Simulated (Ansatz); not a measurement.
Task: a rigid scan of one bond length of CH3AlO, SMILES O=[CH][AlH2], with the Ansatz DFT code, driven from Python. Give the script and its output. Use (for the species named): PBE, def2-SVP basis, multiplicity 1.

| atom | x (Å) | y (Å) | z (Å) |
| --- | --- | --- | --- |
| O | 0.2363 | -1.7363 | 0.9958 |
| C | -0.1288 | -1.0599 | -0.0102 |
| Al | 0.0477 | 0.9003 | -0.0461 |
| H | -0.4426 | -1.5605 | -0.8837 |
| H | -0.3276 | 1.7215 | -1.3511 |
| H | 0.6571 | 1.6710 | 1.2492 |

`scan.py`
```python
# -*- coding: utf-8 -*-
"""Stretching a bond of CH3AlO, the rest held rigid."""

import ansatz as az
from ase import Atoms
import numpy as np

atoms = Atoms(["O", "C", "Al", "H", "H", "H"], positions=[
    (0.2363, -1.7363, 0.9958),
    (-0.1288, -1.0599, -0.0102),
    (0.0477, 0.9003, -0.0461),
    (-0.4426, -1.5605, -0.8837),
    (-0.3276, 1.7215, -1.3511),
    (0.6571, 1.671, 1.2492),
])
molecule = az.Crystal.molecule_from_ase(atoms)

symbols = [site.symbol for site in molecule.cartesian_sites]
start = np.array([site.position_ang for site in molecule.cartesian_sites])
axis = (start[3] - start[1]) / np.linalg.norm(start[3] - start[1])
moving = [3]
lengths, energies = [0.928, 0.97, 1.012, 1.055, 1.097, 1.139, 1.181, 1.244], []
for length in lengths:
    xyz = start.copy()
    xyz[moving] += (length - np.linalg.norm(start[3] - start[1])) * axis
    point = az.Crystal.molecule()
    for symbol, place in zip(symbols, xyz):
        point = point.atom(symbol, place.tolist())
    setup = (
        point.calculation()
        .basis(gaussian="def2-SVP")
        .functional("pbe")
    )
    rep = setup.run(threads=1).report
    energies.append(rep["free_energy_ev"])
    print(f"r = {length:6.3f} A  E = {energies[-1]:.5f} eV  <S^2> = {abs(rep['mean_field']['state']['spin_squared']):.3f}")

# quartic fit about the minimum
fit = np.polynomial.Polynomial.fit(lengths, np.array(energies) - min(energies), 4).convert()
roots = [r.real for r in fit.deriv().roots() if abs(r.imag) < 1e-9 and fit.deriv(2)(r.real) > 0]
r_e = min(roots, key=lambda r: abs(r - lengths[int(np.argmin(energies))]))
print(f"minimum of the fit at {r_e:.4f} A, force constant {fit.deriv(2)(r_e):.2f} eV/A^2")
```

Running `python scan.py` prints:
```text
r =  0.928 A  E = -9715.34104 eV  <S^2> = 0.000
r =  0.970 A  E = -9715.71687 eV  <S^2> = 0.000
r =  1.012 A  E = -9715.97211 eV  <S^2> = 0.000
r =  1.055 A  E = -9716.13506 eV  <S^2> = 0.000
r =  1.097 A  E = -9716.21899 eV  <S^2> = 0.000
r =  1.139 A  E = -9716.24511 eV  <S^2> = 0.000
r =  1.181 A  E = -9716.22660 eV  <S^2> = 0.000
r =  1.244 A  E = -9716.13762 eV  <S^2> = 0.000
minimum of the fit at 1.1410 A, force constant 24.54 eV/A^2
```

Notes:
- Total energies depend on the basis set; only differences at equal settings carry meaning.
- The rest of the molecule is held rigid at a force-field or estimated start geometry, and the basis set is modest; single-reference methods fail as a bond breaks.
- The orbitals are restricted, so S² is zero by construction.
- Run time: 7 s on 1 thread of Arm Neoverse V2, with other jobs on the host, peak memory 0.17 GiB.
